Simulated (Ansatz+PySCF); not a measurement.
Values are calculated unless marked as measured or tabulated.
A run of Ansatz (development build ahead of 0.2.0) on singlet C₂H₂ at this shape:

```yaml
atoms:
  - { symbol: C, position_ang: [0.0000, 0.0000, -0.6043] }
  - { symbol: C, position_ang: [0.0000, 0.0000, 3.0213] }
  - { symbol: H, position_ang: [0.0000, 0.0000, -1.6792] }
  - { symbol: H, position_ang: [0.0000, 0.0000, 4.0963] }
```

Its results:

```
Converged                       : yes
Total energy                    : -75.58405 hartree
Spin squared of the determinant : 3.008
Stability test                  : minimum
```

Which input gives this output? Name the method, the orbitals and the basis set, and write the input.

UHF in STO-3G.

```yaml
crystal:
  periodic: [false, false, false]
  atoms:
    - { symbol: C, position_ang: [0.0, 0.0, -0.60427] }
    - { symbol: C, position_ang: [0.0, 0.0, 3.02135] }
    - { symbol: H, position_ang: [0.0, 0.0, -1.67925] }
    - { symbol: H, position_ang: [0.0, 0.0, 4.09632] }
basis:
  gaussian: { orbitals: STO-3G }
magnetization:
  spin_polarized: true
hamiltonian:
  xc: hf
```

Caution: the unrestricted determinant is a mixture of spin states; the determinant breaks the point group.
